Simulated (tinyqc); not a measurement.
Inside a calculation. Method: Pariser-Parr-Pople SCF with singles CI, for the molecule C=C(N)C=O (SMILES; centres numbered as the heavy atoms are written). Computed by tinyqc, a small Python program that keeps every step. Settings: charge = 0, gamma = Ohno, start = huckel, damping = 0.3, iteration cap = 84, excitations kept = 9. Command: `OMP_NUM_THREADS=1 python tinyqc.py 22682 22683 out.jsonl` (the two numbers bound the seeds that draw the settings). One thread of a shared host (Intel(R) Xeon(R) Processor @ 2.60GHz), about 0.01 s of CPU time with the checks. Later iterations appear only in the table of the cycle.

## PPP integrals

Centres (angstrom, eV; a flat drawing with bonds scaled to 1.40 angstrom):
```
centre        x        y  core charge z        W  gamma_rr
1C      -1.6970  -0.7000              1  11.1600   11.1300
2C      -0.4850   0.0000              1  11.1600   11.1300
3N      -0.4850   1.4000              2  25.6000   16.8000
4C       0.7270  -0.7000              1  11.1600   11.1300
5O       1.9400   0.0000              1  17.7000   15.2000
```

Resonance integrals (eV):
```
i  j     beta
1  2  -2.3900
2  3  -2.2400
2  4  -2.3900
4  5  -2.5100
```

Ohno: gamma = 14.399645/sqrt(R^2 + a^2), a = 2 x 14.399645/(gamma_rr + gamma_ss); H_rr = -W_r - sum_(s != r) z_s gamma_rs; H_rs = beta for bonds.

repulsion gamma_rs (eV), order 1C, 2C, 3N, 4C, 5O:
```
[[11.1300, 7.5550, 5.4652, 5.2407, 3.7287],
 [7.5550, 11.1300, 8.2817, 7.5550, 5.4129],
 [5.4652, 8.2817, 16.8000, 5.4652, 4.8959],
 [5.2407, 7.5550, 5.4652, 11.1300, 8.1033],
 [3.7287, 5.4129, 4.8959, 8.1033, 15.2000]]
```

core matrix H (eV), order 1C, 2C, 3N, 4C, 5O:
```
[[-38.6147, -2.3900, 0.0000, 0.0000, 0.0000],
 [-2.3900, -48.2461, -2.2400, -2.3900, 0.0000],
 [0.0000, -2.2400, -49.7079, 0.0000, 0.0000],
 [0.0000, -2.3900, 0.0000, -42.9894, -2.5100],
 [0.0000, 0.0000, 0.0000, -2.5100, -44.7366]]
```

## Starting guess

pi electrons, sum of z_r less the charge = 6

Orbitals of the Hueckel matrix of the beta values.

P at the start, order 1C, 2C, 3N, 4C, 5O:
```
[[1.4676, 0.6744, -0.4990, 0.0000, -0.2786],
 [0.6744, 1.0000, 0.6320, 0.3818, 0.0000],
 [-0.4990, 0.6320, 1.5324, 0.0000, -0.2611],
 [0.0000, 0.3818, 0.0000, 1.0000, 0.9242],
 [-0.2786, 0.0000, -0.2611, 0.9242, 1.0000]]
```

## Iteration 1: Fock matrix

F_rr = H_rr + P_rr gamma_rr / 2 + sum_(s != r) P_ss gamma_rs; F_rs = H_rs - P_rs gamma_rs / 2; E = tr P (H + F) / 2 + core repulsion sum_(r<s) z_r z_s gamma_rs.

F (eV), order 1C, 2C, 3N, 4C, 5O:
```
[[-5.5483, -4.9374, 1.3634, 0.0000, 0.5194],
 [-4.9374, -5.9348, -4.8572, -3.8322, 0.0000],
 [1.3634, -4.8572, -10.1724, 0.0000, 0.6391],
 [0.0000, -3.8322, 0.0000, -5.7000, -6.2547],
 [0.5194, 0.0000, 0.6391, -6.2547, -10.6458]]
```

pi energy = -92.4971 eV

## Iteration 1: orbitals and new P

Diagonalise F (the basis is taken as orthonormal) and form P = 2 sum c c over the lowest orbitals; 0.3 of the old P is kept.

orbital energies (eV): [-15.7218, -13.6844, -8.9580, -1.9621, 2.3249]

P after iteration 1, order 1C, 2C, 3N, 4C, 5O:
```
[[1.2703, 0.7560, -0.4875, 0.1112, -0.2836],
 [0.7560, 1.0196, 0.5358, 0.3638, -0.0320],
 [-0.4875, 0.5358, 1.6572, 0.0207, -0.1683],
 [0.1112, 0.3638, 0.0207, 0.7826, 0.8837],
 [-0.2836, -0.0320, -0.1683, 0.8837, 1.2704]]
```

## Iteration 2: Fock matrix

As before.

F (eV), order 1C, 2C, 3N, 4C, 5O:
```
[[-5.9478, -5.2458, 1.3322, -0.2914, 0.5287],
 [-5.2458, -6.4622, -4.4588, -3.7643, 0.0866],
 [1.3322, -4.4588, -9.9049, -0.0566, 0.4119],
 [-0.2914, -3.7643, -0.0566, -4.9232, -6.0906],
 [0.5287, 0.0866, 0.4119, -6.0906, -10.3718]]
```

pi energy = -93.6351 eV

## Iteration 2: orbitals and new P

As before.

orbital energies (eV): [-15.3935, -13.2848, -9.4117, -1.6148, 2.0949]

P after iteration 2, order 1C, 2C, 3N, 4C, 5O:
```
[[1.1854, 0.7896, -0.4812, 0.1534, -0.2743],
 [0.7896, 1.0383, 0.4968, 0.3501, -0.0451],
 [-0.4812, 0.4968, 1.7060, 0.0226, -0.1260],
 [0.1534, 0.3501, 0.0226, 0.6868, 0.8616],
 [-0.2743, -0.0451, -0.1260, 0.8616, 1.3835]]
```

## Convergence

Stop when output and input P, before any damping, agree to 1e-7.

Course of the cycle:
```
iteration      E (eV)  largest |P(out) - P(in)|
1          -92.497096                  3.86e-01
2          -93.635086                  1.62e-01
3          -94.059823                  7.00e-02
4          -94.206292                  3.14e-02
5          -94.255082                  1.47e-02
6          -94.271061                  7.48e-03
7          -94.276250                  3.89e-03
8          -94.277929                  2.06e-03
9          -94.278471                  1.10e-03
10         -94.278647                  6.01e-04
11         -94.278704                  3.31e-04
...               ...                       ...
17         -94.278731                  1.22e-05
18         -94.278731                  7.23e-06
19         -94.278731                  4.27e-06
20         -94.278731                  2.52e-06
21         -94.278731                  1.49e-06
22         -94.278731                  8.76e-07
23         -94.278731                  5.16e-07
24         -94.278731                  3.04e-07
25         -94.278731                  1.79e-07
26         -94.278731                  1.06e-07
27         -94.278731                  6.22e-08
```

Converged in 27 iterations.

## Converged orbitals

Charges are z - P_rr.

orbital energies (eV): [-15.1876, -12.9832, -9.5726, -1.4214, 1.9528]

coefficients, order 1C, 2C, 3N, 4C, 5O:
```
[[0.2935, -0.2740, -0.6303, -0.5293, -0.4018],
 [0.5678, -0.4157, -0.2017, 0.3094, 0.6070],
 [0.3443, -0.4544, 0.7369, -0.2554, -0.2582],
 [0.4719, 0.2755, -0.0422, 0.6066, -0.5760],
 [0.5003, 0.6854, 0.1313, -0.4370, 0.2678]]
```

pi charges: [-0.1168, -0.0718, 0.2638, 0.3994, -0.4746]

## Singles CI, singlets

Over the 6 single excitations with the smallest orbital gaps: A = (e_a - e_i) delta + 2 (ia|jb) - (ij|ab), with (pq|rs) = sum c_mp c_mq gamma_mn c_nr c_ns. f = 2/3 w |mu|^2 in atomic units, mu = sqrt2 sum c_ia sum_m c_mi c_ma R_m.

singlet CI matrix (eV), order 3>4, 3>5, 2>4, 1>4, 2>5, 1>5:
```
[[3.8049, 0.2985, 0.2771, 0.0952, -0.0025, 0.0229],
 [0.2985, 6.0421, 0.0729, 0.0284, 0.0126, -0.0135],
 [0.2771, 0.0729, 6.2754, 0.3061, 0.1060, 0.7640],
 [0.0952, 0.0284, 0.3061, 8.0090, 0.1901, 0.1733],
 [-0.0025, 0.0126, 0.1060, 0.1901, 9.0432, 0.3299],
 [0.0229, -0.0135, 0.7640, 0.1733, 0.3299, 10.4570]]
```

singlet excitation energies (eV): [3.7367, 5.9995, 6.2061, 8.0060, 8.9921, 10.6911]

oscillator strengths: [0.2502, 0.1996, 0.7834, 0.1435, 0.0366, 0.0416]

## Singles CI, triplets

Over the 6 single excitations with the smallest orbital gaps: A = (e_a - e_i) delta - (ij|ab), with (pq|rs) = sum c_mp c_mq gamma_mn c_nr c_ns.

triplet CI matrix (eV), order 3>4, 3>5, 2>4, 1>4, 2>5, 1>5:
```
[[1.5231, -1.4690, -0.2846, 0.1657, 0.2444, 0.2419],
 [-1.4690, 4.3578, 0.2444, 0.2419, -0.0251, 0.1829],
 [-0.2846, 0.2444, 4.1621, -0.4035, 0.7254, 1.6923],
 [0.1657, 0.2419, -0.4035, 6.2258, 1.6923, 0.4191],
 [0.2444, -0.0251, 0.7254, 1.6923, 7.6338, 0.3850],
 [0.2419, 0.1829, 1.6923, 0.4191, 0.3850, 9.3419]]
```

triplet excitation energies (eV): [0.8588, 3.2758, 5.0400, 5.4293, 8.4801, 10.1605]
